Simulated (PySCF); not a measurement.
**How the method moves the HOMO and LUMO of `CC(Cl)(Cl)Cl`**

C₂H₃Cl₃.
Structure used (PBE0-D3(BJ)/def2-SVP), in Å, numbered top down from 1:
```
atom  x, y, z in Å
C1     0.480   -0.161    0.682
C2    -0.346    0.107   -0.553
Cl3    0.385   -0.704   -1.962
Cl4   -0.420    1.859   -0.868
Cl5   -2.002   -0.510   -0.324
H6     0.524   -1.244    0.864
H7     0.020    0.339    1.545
H8     1.497    0.228    0.531
```

Basis pcSseg-2 throughout (PySCF), one geometry. Geometry: PBE0-D3(BJ)/def2-SVP; no solvent, vibrations or thermal averaging.

**Question.** How do the orbital energies, the gap and the dipole change with the method?

**Answer.** 
```csv
method,kind,HOMO (eV),LUMO (eV),gap (eV),μ (D),SCF cycles
BLYP,GGA,-7.17,-1.80,5.36,1.81,14
PBE,GGA,-7.32,-1.91,5.41,1.83,14
B97-D,GGA,-7.33,-1.87,5.46,1.86,14
OPBE,GGA,-7.36,-1.81,5.55,1.87,15
BP86,GGA,-7.42,-2.02,5.41,1.85,14
KT2,GGA,-7.44,-2.11,5.33,1.86,14
LDA,LDA,-7.46,-2.10,5.36,1.87,14
KT3,GGA,-7.46,-2.05,5.42,1.84,14
B3LYP,global hybrid,-8.47,-1.09,7.39,1.87,13
B97-2,global hybrid,-8.50,-0.91,7.59,1.90,13
PBE0,global hybrid,-8.76,-0.81,7.94,1.90,12
mPW1PW91,global hybrid,-8.78,-0.83,7.95,1.90,12
BHandHLYP,global hybrid,-10.05,0.36,10.41,1.94,12
CAM-B3LYP,range-separated hybrid,-10.14,0.38,10.53,1.90,12
wB97X-D,range-separated hybrid,-10.65,1.03,11.68,1.93,14
LC-wPBE,range-separated hybrid,-11.60,1.70,13.30,1.92,14
HF,Hartree–Fock,-12.13,2.86,14.99,2.02,11
```

The HOMO spans 4.96 eV, from BLYP down to HF, and the gap runs from 5.33 eV (KT2) to 14.99 eV (HF). Over the methods BLYP (0 %), PBE (0 %), B97-D (0 %), OPBE (0 %), BP86 (0 %), KT2 (0 %), LDA (0 %), KT3 (0 %), B3LYP (20 %), B97-2 (21 %), PBE0 (25 %), mPW1PW91 (25 %), BHandHLYP (50 %), HF (100 %), a straight line through the gap against the share of exact exchange rises by 0.97 eV for each 10 % (correlation coefficient 0.999). The dipole ranges from 1.81 D (BLYP) to 2.02 D (HF). This basis has no diffuse functions.

Reference dipole: 1.75 D (measured, gas; NIST CCCBDB Release 22 (SRD 101), experimental dipoles); nearest here: BLYP (1.81 D). 

The vertical ΔSCF ionisation energy at B3LYP/def2-SVPD is 10.83 eV; −ε(HOMO) comes closest to it with wB97X-D (10.65 eV).
